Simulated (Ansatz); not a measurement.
BH2(CN) (CH₂BN). Total charge 0; singlet. Geometry relaxed at PBE0-D4/def2-TZVP.

```xyz
5

B    -0.054    0.148    0.589
H    -1.130    0.115    1.093
H     0.920    0.460    1.195
C     0.081   -0.221   -0.881
N     0.184   -0.502   -1.996
```

Q: Estimate the harmonic wavenumbers at RKS PBE0-D4/def2-TZVP (Ansatz, unscaled). Is this a minimum?

A: 287, 322, 878, 888, 995, 1212, 2327, 2639, 2738 cm⁻¹. Yes, no mode is imaginary beyond noise. Zero-point energy 73.5 kJ/mol. Hardware: 4 threads of Arm Neoverse V2 on a shared host. Wall time 11 s.
